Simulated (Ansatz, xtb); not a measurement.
**A geometry optimisation of CH2MgS with r2SCAN-D4/def2-SVP**

The starting geometry of this gas-phase singlet was built from a drawn formula by distance geometry and a force field; its bonds are those of `[CH2]1[Mg][S]1`.

```yaml
atoms:
  - { symbol: C, position_ang: [0.9741, 0.3091, 1.6033] }
  - { symbol: Mg, position_ang: [1.9206, 1.6832, 0.3806] }
  - { symbol: S, position_ang: [2.0318, -0.7735, 0.6655] }
  - { symbol: H, position_ang: [1.1968, 0.3337, 2.6914] }
  - { symbol: H, position_ang: [-0.0909, 0.0893, 1.4144] }
```

Task: Predict what it relaxes into with r2SCAN-D4/def2-SVP.

Result: It keeps its bonds, and is `[CH2]1[Mg][S]1`. Distances that change by over a tenth: C1–S3 (1.78 → 1.96 Å).

The energy falls by 0.24 eV over 8 steps:

```tsv
step	E − E(last) (eV)
1	0.239
2	0.112
3	0.096
4	0.050
5	0.017
6	0.011
7	0.000
8	0.000
```

Final geometry (Å):

```yaml
atoms:
  - { symbol: C, position_ang: [0.9055, 0.3861, 1.6513] }
  - { symbol: Mg, position_ang: [1.9733, 1.5556, 0.3431] }
  - { symbol: S, position_ang: [2.1364, -0.6829, 0.5656] }
  - { symbol: H, position_ang: [1.1540, 0.3021, 2.7198] }
  - { symbol: H, position_ang: [-0.1368, 0.0809, 1.4754] }
```

From the same start GFN2-xTB ends elsewhere, differing in Mg2–S3 (3.29 against 2.26 Å here).

The end wasn't checked by frequencies. Run with Ansatz 0.2.0, 30 s on 1 thread of Arm Neoverse N1, on a shared host.
